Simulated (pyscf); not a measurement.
**Routes from HO–SiH₂–OH + amino radical (NH₂•)**

Candidate steps break at most two bonds and form at most two. Each was searched with GFN2-xTB (tblite) first. Single points on ωB97X-D3(BJ)/def2-SVP structures (PySCF, gas phase). Energies: ωB97M-D3(BJ)/def2-TZVP, kcal/mol, from the separated reactants, doublet surface; ΔG‡ with ideal gas, 1 atm, RRHO with modes under 100 cm⁻¹ raised to 100, one conformer, R ln 2 for chiral ones without a mode under 150 cm⁻¹.

```
products                             type   ΔE‡     ΔE  ΔG‡ 298 K  ΔG‡ 900 K  ν‡ (cm⁻¹)
-------------------  --------------------  ----  -----  ---------  ---------  ---------
H₂N–SiH(OH)–OH + H•    substitution at Si  -2.5  -18.8        9.9       31.5       216i
HO–SiH•–OH + NH₃     hydrogen abstraction   6.6  -13.8       15.2       32.3      1157i
```

Row 1: On the reactant side the descent ends in a complex, 7.6 kcal/mol under the separated species and 5.0 kcal/mol under the saddle at ωB97X-D3(BJ)/def2-TZVP. 

Plain bond fissions and candidates not yet searched are not listed, and one of them may be faster. Each barrier is that of the saddle found; lower ones may exist.
